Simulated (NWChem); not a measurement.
System: CH5N cation, doublet; SMILES of the neutral closed-shell parent CN

NWChem input:

```
start job
memory heap 200 mb stack 900 mb global 1100 mb
charge 1
geometry units angstroms noautosym nocenter noautoz
  C      0.022104     0.701182    -0.000330
  N      0.000444    -0.701264    -0.000058
  H     -0.584848     1.094138    -0.865562
  H      1.046223     1.111861    -0.003216
  H     -0.578552     1.093973     0.869662
  H     -0.891348    -1.227846     0.000138
  H      0.866456    -1.268495     0.000205
end
basis spherical
  C library def2-svp
  N library def2-svp
  H library def2-svp
end
dft
  odft
  mult 2
  xc pbe0
  iterations 150
end
cosmo
  do_cosmo_smd true
  solvent ethanol
end
task dft energy
```

Parts of the log:

```
             Northwest Computational Chemistry Package (NWChem) 7.3.0
             --------------------------------------------------------

                             Geometry "geometry" -> ""
                             -------------------------

 Output coordinates in angstroms (scale by  1.889725989 to convert to a.u.)

  No.       Tag          Charge          X              Y              Z
 ---- ---------------- ---------- -------------- -------------- --------------
    1 C                    6.0000     0.02210400     0.70118200    -0.00033000
    2 N                    7.0000     0.00044400    -0.70126400    -0.00005800
    3 H                    1.0000    -0.58484800     1.09413800    -0.86556200
    4 H                    1.0000     1.04622300     1.11186100    -0.00321600
    5 H                    1.0000    -0.57855200     1.09397300     0.86966200
    6 H                    1.0000    -0.89134800    -1.22784600     0.00013800
    7 H                    1.0000     0.86645600    -1.26849500     0.00020500

 Effective nuclear repulsion energy (a.u.)      42.1783046710

                                 NWChem DFT Module
                                 -----------------

 Summary of "ao basis" -> "ao basis" (spherical)
 ------------------------------------------------------------------------------
       Tag                 Description            Shells   Functions and Types
 ---------------- ------------------------------  ------  ---------------------
 C                          def2-svp                 6       14   3s2p1d
 N                          def2-svp                 6       14   3s2p1d
 H                          def2-svp                 3        5   2s1p

 in cosmo_initialize ...
 calling solv_data for solv:ethanol

 solvent parameters
 solvname_short: ethanol
 solvname_long:  ethanol
 dielec:       24.8520
 dielecinf:     1.8526
 nonaqueous SMD model solvent descriptors
 dielec:       24.8520
 sola:          0.3700
 solb:          0.4800
 solc:          0.0000
 solg:         31.6200
 solh:          0.0000
 soln:          1.3611

          ---------------
          -cosmo- solvent
          ---------------
 Cosmo: York-Karplus, doi: 10.1021/jp992097l
 dielectric constant -eps-     =  24.85
 screen = (eps-1)/(eps    )    =   0.95976
 surface charge correction     = lagrangian

   van der Waals surface
 --------------------------

[...]

                                COSMO-SMD solvation results
                                ---------------------------

             internal energy in gas <Psi(g)|H|Psi(g)> =       -95.347306285247
         internal energy in solvent <Psi(s)|H|Psi(s)> =       -95.346582417803
                               delta internal energy  =         0.000723867445 (    0.45 kcal/mol)
   total free energy in solvent <Psi(s)|H+V/2|Psi(s)> =       -95.462980866766
 polarization energy contribution <Psi(s)|V/2|Psi(s)> =        -0.116398448963 (  -73.04 kcal/mol)
    total free energy in solvent including G(SMD-CDS) =       -95.462202541297
                       G(SMD-CDS) energy contribution =         0.000778325468 (    0.49 kcal/mol)
     1 M fixed-concentration free energy of solvation =        -0.114896256050 (  -72.10 kcal/mol)

                    DFT Final Alpha Molecular Orbital Analysis
                    ------------------------------------------

 Vector    7  Occ=1.000000D+00  E=-5.218225D-01
              MO Center= -1.0D-01,  6.2D-02,  3.9D-04, r^2= 1.4D+00
   Bfn.  Coefficient  Atom+Function         Bfn.  Coefficient  Atom+Function
  ----- ------------  ---------------      ----- ------------  ---------------
    20      0.453860  2 N  pz                 6     -0.341092  1 C  pz
    23     -0.279301  2 N  pz                29      0.195010  3 H  s
    39     -0.195534  5 H  s                  9     -0.131964  1 C  pz
    30      0.044425  3 H  s                 40     -0.044556  5 H  s

 Vector    8  Occ=1.000000D+00  E=-4.467888D-01
              MO Center=  2.4D-01,  6.6D-01, -2.2D-03, r^2= 1.6D+00
   Bfn.  Coefficient  Atom+Function         Bfn.  Coefficient  Atom+Function
  ----- ------------  ---------------      ----- ------------  ---------------
     4      0.434059  1 C  px                34      0.358535  4 H  s
    29     -0.184371  3 H  s                 18      0.182074  2 N  px
    39     -0.182265  5 H  s                  7      0.174060  1 C  px
    44      0.160794  6 H  s                 49     -0.151234  7 H  s
    35      0.107727  4 H  s                 21     -0.062383  2 N  px

 Vector    9  Occ=1.000000D+00  E=-3.722563D-01
              MO Center= -1.6D-01,  1.4D-01,  1.4D-03, r^2= 1.7D+00
   Bfn.  Coefficient  Atom+Function         Bfn.  Coefficient  Atom+Function
  ----- ------------  ---------------      ----- ------------  ---------------
    20      0.501452  2 N  pz                23     -0.369317  2 N  pz
     6      0.312075  1 C  pz                29     -0.274043  3 H  s
    39      0.275225  5 H  s                  9      0.168180  1 C  pz
    30     -0.104190  3 H  s                 40      0.104647  5 H  s

 Vector   10  Occ=0.000000D+00  E= 4.159872D-02
              MO Center=  6.3D-03, -8.9D-01,  2.9D-05, r^2= 4.0D+00
   Bfn.  Coefficient  Atom+Function         Bfn.  Coefficient  Atom+Function
  ----- ------------  ---------------      ----- ------------  ---------------
    17      1.278770  2 N  s                 50     -0.807327  7 H  s
    45     -0.801207  6 H  s                  3      0.585115  1 C  s
     8      0.486299  1 C  py                35     -0.434214  4 H  s
    30     -0.349931  3 H  s                 40     -0.349120  5 H  s
    16      0.306557  2 N  s                  5      0.178595  1 C  py

[...]
```

Level: PBE0/def2-SVP, spin-unrestricted, SMD on the gas-phase geometry. Structure relaxed at the PBE-D3(BJ)/def2-SVP, spin-unrestricted level. The spin multiplicity was typed, not searched, and may not be the lowest. No stability test was run on the SCF state. Solvent: ethanol.
